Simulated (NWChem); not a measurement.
Correlation energy of P

```
P
```
Charge 0, spin multiplicity 4.

The numbers come from NWChem runs, not from measurements.

Basis set: cc-pVDZ. Each correlation energy counts from its own Hartree-Fock reference.

The correlated methods keep 5 core orbitals frozen. No SCF solution was tested for a lower state. Open-shell Hartree-Fock references start from PBE0 orbitals. Coupled-cluster values serve here as a point of comparison, not as the truth.

```tsv
method	correlation energy (mHa)
URI-MP2	-63.5
UMP2	-63.5
SCS-UMP2	…
CCSD on UHF	-81.3
CCSD[T] on UHF	-82.3
CCSD(T) on UHF	-82.3
CCSD on ROHF	-81.3
CCSD[T] on ROHF	-82.4
CCSD(T) on ROHF	-82.4
CCSDT on ROHF	…
```

Problem. Complete the blanks.

Solution. 
- SCS-UMP2, correlation energy (mHa): -61.2
- CCSDT on ROHF, correlation energy (mHa): -82.6
